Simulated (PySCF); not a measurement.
## Structure from 2D NMR

Compound of formula C$_{6}$H$_{4}$O$_{2}$. Correlations simulated from computed shifts and couplings:

HSQC (one-bond C–H):
| δH | δC | ¹J(C,H) (Hz) |
| --- | --- | --- |
| 6.45 | 135.1 | 176 |

HMBC (two and three bonds, |J| ≥ 2.5 Hz):
| δH | δC [abs. J in Hz] |
| --- | --- |
| 6.45 | 185.6 [11.0], 135.1 [4.8] |

Carbons without hydrogens: δ 185.6.

Computational details: shieldings: GIAO KT2/pcSseg-2, couplings computed with B3LYP/pcJ-1 (without the spin–dipole term), PBE0-D3(BJ)/def2-SVP geometry, in PySCF 2.14 (non-relativistic, isolated molecule, single conformer, rapidly exchanging positions averaged).

δ = σ(ref) − σ, references computed at the same level: ¹H (σref 31.18) and ¹³C (σref 182.28) vs TMS.

Exchangeable hydrogens are left out of these lists, and C,H couplings along chains are those of one rotamer, so weak HMBC peaks may be missing or extra.

Task: Which molecule is this?

Result: `O=C1C=CC(=O)C=C1`.

Structure with atom numbers: `[O:1]=[C:2]1[CH:3]=[CH:4][C:5](=[O:6])[CH:7]=[CH:8]1`. Hydrogens are named by the atom that carries them.

- δC 185.6 is C2/C5, a ketone carbonyl carbon.
- δC 135.1 is C3/C4/C7/C8, a β carbon of a C=C–C=O unit (δH 6.45).
- HMBC from δH 6.45 reaches the proton-free carbon C2/C5.

The data come from this structure; uniqueness wasn't tested.

Shifts are as computed. Against solution values, carbons near 30 ppm lie about +3 ppm off and those near 130 ppm about -1 ppm. Of 1211 compounds with measured shifts, 218 miss one by over three times the rms of a fit or turn the order of signals round; such compounds aren't used in these exercises.
